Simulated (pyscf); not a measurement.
# Substitution at C: H₃C–CH₂–Cl (SMILES CCCl) + H• (SMILES [H]) → CH₄ (SMILES C) + •H₂C–Cl (SMILES [CH2]Cl)

Gas phase, doublet surface, charge 0. Bonds broken: C1–C2. Bonds formed: C1–H9. Single points on ωB97X-D3(BJ)/def2-SVP structures (PySCF, gas phase). Correlated levels are frozen-core, on RHF or UHF. ΔMP2 is the change of the MP2 total energy from the triple- to the quadruple-zeta basis.

Transition state (Å):

```xyz
9

C     -0.9231     0.8323    -0.6015
C     -0.2545    -0.7122     0.1195
Cl    -1.4248    -2.0129    -0.0801
H     -1.0216     0.3941    -1.6033
H     -1.7971     0.8361     0.0630
H     -0.0279     1.4148    -0.3394
H     -0.0758    -0.5285     1.1867
H      0.6712    -0.9544    -0.4184
H     -1.4236     2.0073    -1.1461
```

One imaginary mode, 1569i cm⁻¹; descent along it reached the two sides named.

```json
[
 {"bond": "C1–C2", "change": "breaks", "reactant side (Å)": "1.517", "saddle": "1.831", "product side": "3.7"},
 {"bond": "C1–H9", "change": "forms", "reactant side (Å)": "3.8", "saddle": "1.388", "product side": "1.099"}
]
```

Electronic energies relative to the separated reactants (eV):

```json
[
 {"level": "ωB97X-D3(BJ)/def2-TZVP", "barrier": "1.62", "reaction energy": "-0.68", "reverse barrier": "2.30"},
 {"level": "PBE/def2-TZVP", "barrier": "1.22", "reaction energy": "-0.74", "reverse barrier": "1.96"},
 {"level": "r²SCAN/def2-TZVP", "barrier": "1.21", "reaction energy": "-0.88", "reverse barrier": "2.09"},
 {"level": "B3LYP-D3(BJ)/def2-TZVP", "barrier": "1.33", "reaction energy": "-0.86", "reverse barrier": "2.19"},
 {"level": "PBE0-D3(BJ)/def2-TZVP", "barrier": "1.41", "reaction energy": "-0.68", "reverse barrier": "2.09"},
 {"level": "M06-2X/def2-TZVP", "barrier": "1.54", "reaction energy": "-0.65", "reverse barrier": "2.19"},
 {"level": "ωB97M-D3(BJ)/def2-TZVP", "barrier": "1.56", "reaction energy": "-0.71", "reverse barrier": "2.27"},
 {"level": "HF/def2-TZVP", "barrier": "2.27", "reaction energy": "-0.81", "reverse barrier": "3.08"},
 {"level": "MP2/def2-QZVPP", "barrier": "1.79", "reaction energy": "-0.47", "reverse barrier": "2.26"},
 {"level": "CCSD/def2-TZVPP", "barrier": "1.64", "reaction energy": "-0.79", "reverse barrier": "2.43"},
 {"level": "CCSD(T)/def2-TZVPP", "barrier": "1.56", "reaction energy": "-0.73", "reverse barrier": "2.29"},
 {"level": "CCSD(T)/def2-TZVPP + ΔMP2(QZVPP)", "barrier": "1.55", "reaction energy": "-0.72", "reverse barrier": "2.26"}
]
```

With CCSD(T)/def2-TZVPP + ΔMP2(QZVPP) energies and thermal terms (ideal gas, 1 atm, RRHO with modes under 100 cm⁻¹ raised to 100, one conformer, R ln 2 for rigid chiral ones), in eV:

```tsv
T (K)	ΔH‡	ΔG‡	ΔH	ΔG
298	1.53	1.83	-0.68	-0.82
600	1.51	2.14	-0.70	-0.96
900	1.50	2.45	-0.74	-1.08
1200	1.49	2.77	-0.79	-1.19
```

The same reactants have a lower exit, to •H₂C–CH₃ + HCl (barrier +0.49 eV at ωB97M-D3(BJ), against +1.56 eV here). One saddle was located; it need not be the lowest between these sides. The angle at the attacked C is 180°. The CCSD(T) − MP2 part came from Ansatz, without density fitting, on the same reference.
